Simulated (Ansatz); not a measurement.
**HS2−: functionals against CCSD(T) at one geometry**

An exercise on one series of results from a longer session: the logs are not shown, and one member is left open.

Method: single points in def2-TZVPPD; program: Ansatz 0.2.0, Gaussian basis.

Correlated methods freeze the cores.

## The system as given

SMILES `[S-]S`, 3 atoms, charge -1, spin multiplicity 1.

Atoms are counted from 1 here; the program's logs count them from 0.

Bond lengths: S1–S2 2.028 Å, S2–H3 1.354 Å. Angles: S1–S2–H3 101.4°.

Coordinates:

```
atom    x (Å)    y (Å)    z (Å)
  S1   1.0771   0.8030   0.6707
  S2   0.0078  -0.7396  -0.0971
  H3  -1.0750  -0.0944  -0.5924
```

Set-up of the first run:

Input file run/in.yaml:

```yaml
crystal:
  periodic: [false, false, false]
  atoms:
    - {symbol: S, position_ang: [1.077100, 0.803000, 0.670700]}
    - {symbol: S, position_ang: [0.007800, -0.739600, -0.097100]}
    - {symbol: H, position_ang: [-1.075000, -0.094400, -0.592400]}
basis:
  gaussian: {orbitals: "def2-TZVPPD.json"}
total_charge: -1
correlation: {method: ccsd_t}
output: {forces: true}
```

The basis file named in the input lies beside it (Basis Set Exchange, JSON).

The command line of these runs was not kept.

Steps of the session up to this table: CCSD(T)/def2-TZVPPD; PBE0-D4/def2-TZVPPD; wB97M-V/def2-TZVPPD; r2SCAN-D4/def2-TZVPPD; PBE-D4/def2-TZVPPD; LC-wPBE/def2-TZVPPD; r2SCANh-D4/def2-TZVPPD.

One table of the session follows, with a row left open; its other results are not shown here.

```
    method  RMS force component (eV/Å)  angle to CCSD(T) forces (°)
   CCSD(T)                       0.595                    reference
   PBE0-D4                       0.355                          5.0
   wB97M-V                           ?                            ?
 r2SCAN-D4                       0.401                          9.2
    PBE-D4                       0.483                         23.6
   LC-wPBE                       0.307                         22.7
r2SCANh-D4                       0.373                          5.2
```

Estimate the missing values for wB97M-V.

**Answer.** RMS force component (eV/Å): 0.475; angle to CCSD(T) forces (°): 3.7. In the column «RMS force component (eV/Å)» it lies between r2SCAN-D4 (0.401) and PBE-D4 (0.483).

Limits of these values: The anion's highest level is positive in at least one run, so there the basis alone may hold the extra electron.
